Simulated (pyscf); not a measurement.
Thermochemistry of product channels of `[OH][Si]([OH])([F])[F]` on the singlet surface, in eV, from CCSD(T)/def2-TZVPP + ΔMP2(QZVPP) energies (ideal gas, 1 atm, RRHO with modes under 100 cm⁻¹ raised to 100, one conformer, R ln 2 for chiral ones without a mode under 150 cm⁻¹). PySCF, gas phase, ωB97X-D3(BJ)/def2-SVP geometries. Correlated levels are frozen-core, on RHF or UHF. ΔMP2 is the change of the MP2 total energy from the triple- to the quadruple-zeta basis.

```json
[
 {"products": "`[O]=[Si]([OH])[F]` + `[FH]`", "ΔE": "+3.73", "ΔH(298 K)": "+3.66", "ΔG(900 K)": "+2.44", "ΔG(1200 K)": "?"},
 {"products": "`[OH2]` + `[O]=[Si]([F])[F]`", "ΔE": "+3.57", "ΔH(298 K)": "+3.51", "ΔG(900 K)": "+2.28", "ΔG(1200 K)": "?"}
]
```

**Question.** Some entries are withheld; supply them.

**Answer.** 
- `[O]=[Si]([OH])[F]` + `[FH]`, ΔG(1200 K): +2.06
- `[OH2]` + `[O]=[Si]([F])[F]`, ΔG(1200 K): +1.90

These are energies of the channels, which say nothing of barriers. The CCSD(T) − MP2 part came from Ansatz, without density fitting, on the same reference.
